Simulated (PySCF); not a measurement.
Species: CH₂S.
Atom-mapped SMILES: `[CH2:1]=[S:2]` (hydrogens: H3, H4 on C1)

Linear response at CAM-B3LYP/def2-SVPD (PySCF, frozen core in the response, non-relativistic). Isolated species at its PBE0-D3(BJ)/def2-SVP geometry, gas phase.

Static isotropic polarisability: 33.96 au (5.03 Å³), principal values 26.0, 30.9, 45.0 au.

(1) What is the polarisability at 1064 nm and at the sodium D line?

(2) What is the isotropic C6 coefficient between two such molecules, C6 = (3/π)∫α(iω)² dω?

(3) Which effective excitation energy ω̄ makes London's formula C6 = (3/4)α²ω̄ exact here?

(4) What three-body coefficient follows from the one-pole estimate C9 = (3/4)·α·C6?

(5) How many electrons N does the Slater–Kirkwood formula C6 = (3/4)·√N·α^(3/2) need to give this C6?

(6) What does −C6/R⁶ come to at R = 10 Å between centres?

## Answers

(1) 34.37 au at 1064 nm (+1.2 %), 35.36 au at 589.3 nm (+4.1 %). The lowest singlet lies at 560 nm (f = 0.000), near or inside this range; the response is undamped and has a pole at each allowed excitation.

(2) 405.6 au (Eh·bohr⁶) by a ten-point quadrature over imaginary frequencies, which is 242 eV·Å⁶ or 23.4 J·nm⁶/mol.

(3) ω̄ = 4·C6/(3α²) = 0.469 Eh = 12.8 eV. London's choice of the ionisation energy (9.38 eV, ΔSCF at the same level) gives C6 = 298 au, 27 % too low.

(4) 10300 au. This is an estimate from the two numbers above, not a computed integral.

(5) N = (4·C6/3)²/α³ = 7.5; the species has 24 electrons in all.

(6) -23 J/mol. This is the leading, orientation-averaged term; C8 and higher terms are left out.
